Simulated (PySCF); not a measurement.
# C3H3PS: the cost of one run

Computed with PySCF 2.14.0 and routines of our own; the level stands in each step. Atoms count from 0.

## (1) The system as given

8 atoms, charge 0, multiplicity 1; geometry from: GFN2-xTB.

## (2) Relaxing the molecule at PBE0-D3(BJ)/def2-SVP

What the job is given:

```
{"job": {"xc": "PBE0", "basis": "def2-SVP", "d3": "d3bj", "grid": 1, "kind": "geom"}, "charge": 0, "multiplicity": 1}
C     -0.802358     0.788518     0.146341
C     -0.981202    -0.515727    -0.160138
S      0.431468    -1.472229    -0.324239
C      1.508615    -0.182411     0.013912
P      0.859960     1.358723     0.342459
H     -1.639317     1.457936     0.266899
H     -1.926045    -1.006868    -0.310098
H      2.557937    -0.418530     0.000298
```

On the command line:

```bash
OMP_NUM_THREADS=1 python excited_run.py task.json out
```

One launch serves the whole session: the jobs run in the order shown.

**Question.** How long does this first job take on 1 thread of Arm Neoverse V2, shared host, and how much memory does it need?

About 7.7 s, with a peak of 0.49 GiB.
